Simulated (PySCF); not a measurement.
Gas-phase reaction: 2 S2O + 5 O2 = 4 SO3

Computed with PySCF and rigid-rotor harmonic-oscillator thermochemistry at 1 bar. Table values come from the NASA 1993 polynomials. After a fit of one offset per element over all species, the range-separated, M06-2X, PBE0/def2-QZVP and CCSD(T)/def2-TZVPP enthalpies, where run, lie to one side of the table for S2O (+20 kJ/mol): a fault of the table's entry, another state or a shared error of the levels is possible; this was not checked at source. † marks an energy on the PBE0/def2-TZVP geometry and frequencies; other levels use their own. MP2 and CCSD(T) freeze the core. 6-31G* has spherical d functions here. Open shells (unrestricted): O2 (multiplicity 3); the rest are closed-shell singlets. MP2 isn't extrapolated to the basis-set limit; its ΔH°(298 K) is -861.6 kJ in def2-SVP and -1569.1 kJ in def2-TZVPP. CCSD(T) isn't extrapolated to the basis-set limit; its ΔH°(298 K) is -705.5 kJ in def2-SVP and -1374.3 kJ in def2-TZVPP. The harmonic model lacks anharmonicity and excited electronic states, which grow with temperature; levels with a mode under 35 cm⁻¹ are left out. The table's entry may be an old estimate for S2O (not checked at source). Warning, large T1 diagnostic: S2O (CCSD(T)/def2-TZVPP†).

```
level                ΔH°(298 K), kJ  minus table  ΔG°(1200 K), kJ
-------------------  --------------  -----------  ---------------
table                       -1470.0            -           -825.8
BLYP/def2-TZVP†             -1206.4        263.6           -563.3
CCSD(T)/def2-TZVPP†         -1374.3         95.7           -731.2
HF/6-31G*                    -559.2        910.8             89.0
HF/def2-TZVP†                -997.4        472.6           -354.2
MP2/def2-SVP†                -861.6        608.4           -218.5
PBE/def2-SVP                 -827.8        642.2           -198.1
PBE0/def2-SVP†               -768.3        701.7           -125.2
LDA/def2-TZVP†              -1612.6       -142.6           -969.5
ωB97M-V/def2-TZVP†          -1394.6         75.4           -751.5
```
